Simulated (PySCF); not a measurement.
The scaffold NC-X carries different groups X. Isolated molecules, 0 K electronic values unless said otherwise. Strings in code marks are SMILES.

Calculation: PySCF 2.14.0 with B3LYP-D3(BJ)/def2-TZVP. All candidates: neutral, multiplicity 1. B3LYP has the VWN-RPA correlation part, as in Gaussian. Delta-SCF ions had no search for a lower state. Excitations are Tamm–Dancoff values on a coarser integration grid. The basis has no diffuse functions, so Rydberg states are missing or too high.

```
Item                                       Value
--------------------------------------  --------
S1 excitation (TDA)                      7.73 eV
vertical ionisation energy (Delta-SCF)  11.81 eV
dipole moment                             4.11 D
```

Q: Identify which member has these values.
A. `C#CC#N`
B. `C#N`
C. `N#CS`
D. `CCC#N`

A: D, `CCC#N`. The others give `C#N`: 7.93 eV, 13.73 eV, 3.03 D; `N#CS`: 5.30 eV, 10.76 eV, 3.56 D; `C#CC#N`: 5.25 eV, 11.45 eV, 3.87 D
